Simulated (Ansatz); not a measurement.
The reference is Mo in the bcc (W type) structure (space group Im-3m, No. 229).

```xyz
1
Lattice="-1.5804 1.5804 1.5804 1.5804 -1.5804 1.5804 1.5804 1.5804 -1.5804" Properties=species:S:1:pos:R:3 pbc="T T T"
Mo     0.0000     0.0000     0.0000
```

Level of theory: plane-wave PAW DFT at the PBE level (Ansatz, an electronic-structure program, 420 eV), without spin-orbit coupling, earlier PAW set.

Perturbation: W takes the place of Mo on all its sites; the structure is relaxed again.

Measured lattice parameter a: Mo 3.141 Å (static lattice; corrected from measurement; as listed in Daniel Mejia-Rodriguez, S. B. Trickey, Phys. Rev. B (2018)); W 3.16 Å (static lattice; corrected from measurement; as listed in Daniel Mejia-Rodriguez, S. B. Trickey, Phys. Rev. B (2018)).

Question: How well does PBE reproduce the measured shift?

Answer: With PBE the lattice parameter a moves by +0.023 Å (3.161 → 3.184) against +0.019 Å measured.

Stability against distortions was not tested. The final runs are not spin-polarised.
